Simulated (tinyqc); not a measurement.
Inside a calculation. Method: UHF in the sto-3g basis, for LiH+, spin multiplicity 2. One step of it, computed by the program tinyqc.

Task: Iteration 3: building the Fock matrix. J_ij = sum D_kl (ij|kl) with D = D(alpha) + D(beta), K_ij = sum D_kl (ik|jl) for each spin; F = H + J - K(s); E = tr D H + tr D J / 2 - 0.5 sum_s tr D(s) K(s) + E_nn.

D(alpha) after iteration 2:
```
,1Li 1s,1Li 2s,1Li 2px,1Li 2py,1Li 2pz,2H 1s
1Li 1s,1.024740,-0.072963,0.000000,0.000000,-0.014448,-0.047494
1Li 2s,-0.072963,0.308831,0.000000,0.000000,0.038141,0.136052
1Li 2px,0.000000,0.000000,0.000000,0.000000,0.000000,0.000000
1Li 2py,0.000000,0.000000,0.000000,0.000000,0.000000,0.000000
1Li 2pz,-0.014448,0.038141,0.000000,0.000000,0.025033,0.095525
2H 1s,-0.047494,0.136052,0.000000,0.000000,0.095525,0.478264
```

D(beta) after iteration 2:
```
,1Li 1s,1Li 2s,1Li 2px,1Li 2py,1Li 2pz,2H 1s
1Li 1s,0.755526,-0.011491,0.000000,0.000000,0.001339,0.000553
1Li 2s,-0.011491,0.128564,0.000000,0.000000,0.001610,0.010031
1Li 2px,0.000000,0.000000,0.000000,0.000000,0.000000,0.000000
1Li 2py,0.000000,0.000000,0.000000,0.000000,0.000000,0.000000
1Li 2pz,0.001339,0.001610,0.000000,0.000000,0.000594,0.007834
2H 1s,0.000553,0.010031,0.000000,0.000000,0.007834,0.104899
```

core Hamiltonian H = T + V (hartree):
```
,1Li 1s,1Li 2s,1Li 2px,1Li 2py,1Li 2pz,2H 1s
1Li 1s,-4.734776,-1.063834,0.000000,0.000000,-0.015900,-0.295661
1Li 2s,-1.063834,-1.394760,0.000000,0.000000,-0.121611,-0.686990
1Li 2px,0.000000,0.000000,-1.134867,0.000000,0.000000,0.000000
1Li 2py,0.000000,0.000000,0.000000,-1.134867,0.000000,0.000000
1Li 2pz,-0.015900,-0.121611,0.000000,0.000000,-1.232563,-0.833243
2H 1s,-0.295661,-0.686990,0.000000,0.000000,-0.833243,-1.450163
```

Two-electron integrals (ij|kl) in chemists' order, unique and non-zero (hartree):
```
i,j,k,l,(ij|kl)
1,1,1,1,1.680395
2,1,1,1,0.265420
2,1,2,1,0.049941
2,2,1,1,0.397727
2,2,2,1,0.092860
2,2,2,2,0.290562
3,1,3,1,0.008981
3,2,3,1,0.013788
3,2,3,2,0.064184
3,3,1,1,0.396640
3,3,2,1,0.092880
3,3,2,2,0.290497
3,3,3,3,0.312946
4,1,4,1,0.008981
4,2,4,1,0.013788
4,2,4,2,0.064184
4,3,4,3,0.016869
4,4,1,1,0.396640
4,4,2,1,0.092880
4,4,2,2,0.290497
4,4,3,3,0.279207
4,4,4,4,0.312946
5,1,5,1,0.008981
5,2,5,1,0.013788
5,2,5,2,0.064184
5,3,5,3,0.016869
5,4,5,4,0.016869
5,5,1,1,0.396640
5,5,2,1,0.092880
5,5,2,2,0.290497
5,5,3,3,0.279207
5,5,4,4,0.279207
5,5,5,5,0.312946
6,1,1,1,0.069696
6,1,2,1,0.013179
6,1,2,2,0.024932
6,1,3,3,0.024639
6,1,4,4,0.024639
6,1,5,1,0.001557
6,1,5,2,0.003012
6,1,5,5,0.025530
6,1,6,1,0.003801
6,2,1,1,0.149070
6,2,2,1,0.035151
6,2,2,2,0.114542
6,2,3,3,0.108836
6,2,4,4,0.108836
6,2,5,1,0.005734
6,2,5,2,0.033460
6,2,5,5,0.125832
6,2,6,1,0.011054
6,2,6,2,0.072832
6,3,3,1,0.002963
6,3,3,2,0.013396
6,3,5,3,0.005282
6,3,6,3,0.005499
6,4,4,1,0.002963
6,4,4,2,0.013396
6,4,5,4,0.005282
6,4,6,4,0.005499
6,5,1,1,0.180480
6,5,2,1,0.043039
6,5,2,2,0.145712
6,5,3,3,0.135958
6,5,4,4,0.135958
6,5,5,1,0.008920
6,5,5,2,0.051192
6,5,5,5,0.165041
6,5,6,1,0.014132
6,5,6,2,0.101837
6,5,6,5,0.144706
6,6,1,1,0.327501
6,6,2,1,0.078626
6,6,2,2,0.280029
6,6,3,3,0.255712
6,6,4,4,0.255712
6,6,5,1,0.015076
6,6,5,2,0.105399
6,6,5,5,0.328277
6,6,6,1,0.025948
6,6,6,2,0.220475
6,6,6,5,0.320785
6,6,6,6,0.774606
```

nuclear repulsion = 0.98604449 hartree

Give: Coulomb J; exchange K(alpha); exchange K(beta); F(alpha); F(beta); total energy of this density.

Result:

Coulomb J (hartree):
```
,1Li 1s,1Li 2s,1Li 2px,1Li 2py,1Li 2pz,2H 1s
1Li 1s,3.3962,0.5709,0.0000,0.0000,0.0130,0.1545
1Li 2s,0.5709,1.0515,0.0000,0.0000,0.0863,0.4851
1Li 2px,0.0000,0.0000,1.0314,0.0000,0.0000,0.0000
1Li 2py,0.0000,0.0000,0.0000,1.0314,0.0000,0.0000
1Li 2pz,0.0130,0.0863,0.0000,0.0000,1.0854,0.6312
2H 1s,0.1545,0.4851,0.0000,0.0000,0.6312,1.2887
```

exchange K(alpha) (hartree):
```
,1Li 1s,1Li 2s,1Li 2px,1Li 2py,1Li 2pz,2H 1s
1Li 1s,1.6980,0.2749,0.0000,0.0000,0.0059,0.0816
1Li 2s,0.2749,0.1980,0.0000,0.0000,0.0997,0.2209
1Li 2px,0.0000,0.0000,0.0344,0.0000,0.0000,0.0000
1Li 2py,0.0000,0.0000,0.0000,0.0344,0.0000,0.0000
1Li 2pz,0.0059,0.0997,0.0000,0.0000,0.1487,0.2471
2H 1s,0.0816,0.2209,0.0000,0.0000,0.2471,0.5250
```

exchange K(beta) (hartree):
```
,1Li 1s,1Li 2s,1Li 2px,1Li 2py,1Li 2pz,2H 1s
1Li 1s,1.2707,0.2093,0.0000,0.0000,0.0030,0.0597
1Li 2s,0.2093,0.0835,0.0000,0.0000,0.0146,0.0527
1Li 2px,0.0000,0.0000,0.0157,0.0000,0.0000,0.0000
1Li 2py,0.0000,0.0000,0.0000,0.0157,0.0000,0.0000
1Li 2pz,0.0030,0.0146,0.0000,0.0000,0.0337,0.0453
2H 1s,0.0597,0.0527,0.0000,0.0000,0.0453,0.1032
```

F(alpha) (hartree):
```
,1Li 1s,1Li 2s,1Li 2px,1Li 2py,1Li 2pz,2H 1s
1Li 1s,-3.0366,-0.7679,0.0000,0.0000,-0.0088,-0.2227
1Li 2s,-0.7679,-0.5413,0.0000,0.0000,-0.1350,-0.4228
1Li 2px,0.0000,0.0000,-0.1379,0.0000,0.0000,0.0000
1Li 2py,0.0000,0.0000,0.0000,-0.1379,0.0000,0.0000
1Li 2pz,-0.0088,-0.1350,0.0000,0.0000,-0.2958,-0.4491
2H 1s,-0.2227,-0.4228,0.0000,0.0000,-0.4491,-0.6865
```

F(beta) (hartree):
```
,1Li 1s,1Li 2s,1Li 2px,1Li 2py,1Li 2pz,2H 1s
1Li 1s,-2.6093,-0.7022,0.0000,0.0000,-0.0059,-0.2008
1Li 2s,-0.7022,-0.4268,0.0000,0.0000,-0.0499,-0.2546
1Li 2px,0.0000,0.0000,-0.1192,0.0000,0.0000,0.0000
1Li 2py,0.0000,0.0000,0.0000,-0.1192,0.0000,0.0000
1Li 2pz,-0.0059,-0.0499,0.0000,0.0000,-0.1808,-0.2473
2H 1s,-0.2008,-0.2546,0.0000,0.0000,-0.2473,-0.2647
```

total energy of this density = -6.929433 hartree

This density is a damped mixture and is not idempotent, and it still holds part of the atomic start, so its energy may lie below the converged one.
